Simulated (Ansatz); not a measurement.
# C5H13P: a ladder of functionals and wavefunction methods

An exercise on one series of results from a longer session: the logs are not shown, and one member is left open.

Computed with Ansatz 0.2.0, Gaussian basis. Level: functionals in def2-TZVPP, the program's frozen cores in correlated methods.

The runs, in order: LDA (SPW92), PBE-D4, revPBE-D4, BLYP-D4, r2SCAN-D4, B97M-V, PBE0-D4, B3LYP-D4, r2SCANh-D4, r2SCAN0-D4, HSE06-D4, BHLYP-D4, CAM-B3LYP-D4, LC-ωPBE, ωB97X-V, ωB97M-V, B2PLYP, PBE-QIDH; CCSD(T)/def2-SVP; MP2/def2-TZVPP; RPA on PBE.

1 further run of the same task is left out (it didn't finish).

## Structure used throughout

All runs share one geometry, relaxed beforehand with PBE0-D4 in a triple-zeta def2 set.

SMILES `CCP(C)CC`, 19 atoms, charge 0, spin multiplicity 1.

Atoms are counted from 1 here; the program's logs count them from 0.

Bond lengths: C1–C2 1.519 Å, C1–H7 1.092 Å, C1–H8 1.093 Å, C1–H9 1.092 Å, C2–P3 1.852 Å, C2–H10 1.096 Å, C2–H11 1.095 Å, P3–C4 1.840 Å, P3–C5 1.848 Å, C4–H12 1.093 Å, C4–H13 1.092 Å, C4–H14 1.092 Å, C5–C6 1.521 Å, C5–H15 1.095 Å, C5–H16 1.095 Å, C6–H17 1.093 Å, C6–H18 1.093 Å, C6–H19 1.093 Å. Angles: C2–C1–H7 111.8°, C2–C1–H8 110.8°, C2–C1–H9 111.7°, H7–C1–H8 107.3°, H7–C1–H9 107.7°, H8–C1–H9 107.2°, C1–C2–P3 118.7°, C1–C2–H10 110.4°, C1–C2–H11 110.4°, P3–C2–H10 105.2°, P3–C2–H11 106.0°, H10–C2–H11 105.2°, C2–P3–C4 101.3°, C2–P3–C5 101.9°, C4–P3–C5 99.3°, P3–C4–H12 113.5°, P3–C4–H13 108.7°, P3–C4–H14 109.5° and more.

The first run:

File in.yaml:

```yaml
crystal:
  periodic: [false, false, false]
  atoms:
    - {symbol: C, position_ang: [0.729964, 0.232031, -1.797950]}
    - {symbol: C, position_ang: [1.402839, 0.357300, -0.441454]}
    - {symbol: P, position_ang: [0.585629, -0.411517, 1.032306]}
    - {symbol: C, position_ang: [0.372677, -2.147227, 0.460647]}
    - {symbol: C, position_ang: [-1.156087, 0.177682, 0.851915]}
    - {symbol: C, position_ang: [-1.293104, 1.676253, 1.069771]}
    - {symbol: H, position_ang: [0.595282, -0.811634, -2.089982]}
    - {symbol: H, position_ang: [1.330444, 0.711998, -2.575532]}
    - {symbol: H, position_ang: [-0.253068, 0.708269, -1.807626]}
    - {symbol: H, position_ang: [2.408313, -0.076593, -0.471561]}
    - {symbol: H, position_ang: [1.553194, 1.411404, -0.186626]}
    - {symbol: H, position_ang: [-0.174115, -2.231897, -0.481839]}
    - {symbol: H, position_ang: [-0.170920, -2.704079, 1.227045]}
    - {symbol: H, position_ang: [1.352341, -2.616588, 0.346515]}
    - {symbol: H, position_ang: [-1.564319, -0.113781, -0.121637]}
    - {symbol: H, position_ang: [-1.734487, -0.364487, 1.607318]}
    - {symbol: H, position_ang: [-0.770525, 2.243014, 0.294907]}
    - {symbol: H, position_ang: [-2.340907, 1.985570, 1.050015]}
    - {symbol: H, position_ang: [-0.873152, 1.974272, 2.033770]}
basis:
  gaussian: {orbitals: def2-TZVPP}
hamiltonian: {xc: lda}
output: {orbitals: {seedname: orbitals}}
```

Command:

```bash
ansatz run in.yaml --threads 4 --pin off --events-out ev --progress --plain --max-ram 11315MiB
```

Among the steps run: LDA; PBE-D4 (GGA); revPBE-D4 (GGA); BLYP-D4 (GGA); r2SCAN-D4 (meta-GGA); B97M-V (meta-GGA); B3LYP-D4 (hybrid); r2SCANh-D4 (hybrid); r2SCAN0-D4 (hybrid); HSE06-D4 (hybrid); BHLYP-D4 (hybrid); CAM-B3LYP-D4 (range-separated); LC-ωPBE (range-separated); ωB97X-V (range-separated); ωB97M-V (range-separated); B2PLYP (double hybrid); PBE-QIDH (double hybrid).

One of the session's tables, all rows but one given; the rest of the session is left out.

It belongs to the step «Frontier levels by functional». 

| functional | HOMO (eV) | LUMO (eV) | gap (eV) |
| --- | --- | --- | --- |
| LDA (SPW92) | -5.16 | 0.02 | 5.17 |
| PBE-D4 | -5.06 | 0.22 | 5.29 |
| revPBE-D4 | -5.01 | 0.33 | 5.35 |
| BLYP-D4 | -4.95 | 0.25 | 5.20 |
| r2SCAN-D4 | -5.25 | 0.73 | 5.99 |
| B97M-V | -5.36 | 0.33 | 5.69 |
| PBE0-D4 | -6.17 | 1.03 | 7.20 |
| B3LYP-D4 | -5.99 | 0.72 | 6.72 |
| r2SCANh-D4 | -5.67 | 1.01 | 6.68 |
| r2SCAN0-D4 | -6.30 | 1.40 | 7.70 |
| HSE06-D4 | ? | ? | ? |
| BHLYP-D4 | -7.20 | 1.67 | 8.87 |
| CAM-B3LYP-D4 | -7.49 | 1.83 | 9.32 |
| LC-ωPBE | -8.79 | 3.13 | 11.92 |
| ωB97X-V | -8.48 | 2.89 | 11.37 |
| ωB97M-V | -8.35 | 2.50 | 10.85 |

**Question.** Estimate the row for HSE06-D4.

The run gave: HOMO (eV): -5.77; LUMO (eV): 0.66; gap (eV): 6.43. In the column «HOMO (eV)» it lies between B3LYP-D4 (-5.99) and r2SCANh-D4 (-5.67).
